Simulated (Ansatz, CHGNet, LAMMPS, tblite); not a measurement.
**Elastic constant C44 of 3C-SiC: levels of theory against measurement**

Reference value: 256 GPa (measured, temperature not stated, not corrected to a static lattice; as tabulated in Råsander and Moram (2015), arXiv:1505.02379).

What do Tersoff SiC_1994.tersoff, GFN1-xTB, CHGNet-r²SCAN, PBE, PBE-D3(BJ), r²SCAN+rVV10, r²SCANh give, and how far is each from the reference?


| level (code) | value (GPa) | cell (Å³/atom) | difference (%) |
|---|---|---|---|
| Tersoff SiC_1994.tersoff (LAMMPS) | 220 | 9.80 | -14.1 |
| GFN1-xTB (tblite) | 178 | 11.27 | -30 |
| CHGNet-r²SCAN | 58.6 | 10.32 | -77 |
| PBE (Ansatz) | 239 | 10.50 | -6.6 |
| PBE-D3(BJ) (Ansatz) | 248 | 10.28 | -3.1 |
| r²SCAN+rVV10 (Ansatz) | 262 | 10.30 | +2.3 |
| r²SCANh (Ansatz) | 266 | 10.28 | +3.9 |

The reference's temperature isn't stated, so close values are not ranked against it. Off by more than 25 %, or 35 % on the side where a correction would as a rule narrow the miss (bounds picked here): CHGNet-r²SCAN (-77 %), GFN1-xTB (-30 %).

The reference isn't brought to a static lattice, while the calculations are for one, so the differences are not the levels' errors alone. A static lattice is as a rule stiffer than a warm one, by over a tenth in soft solids.  GFN1-xTB: the method was fitted mainly to molecules. GFN1-xTB: the run uses a supercell at the zone centre in place of a k mesh. PBE-D3(BJ): the dispersion coefficients are held fixed in the derivatives. Each level is taken at its own relaxed cell. Cutoffs and k meshes differ between the levels. Ansatz's density-functional and Hartree–Fock values are scalar-relativistic unless marked +SOC, with PAW data made under PBE.

Empirical potentials (Tersoff SiC_1994.tersoff) are fitted to chosen data: where that held the value shown, agreement is built in, and what lay outside the fit can be far off. Machine-learned potentials (CHGNet-r²SCAN) are trained on DFT data: a solid inside that data is no test of them.

Differences are worked out from the printed values.

Ansatz is an electronic-structure program.
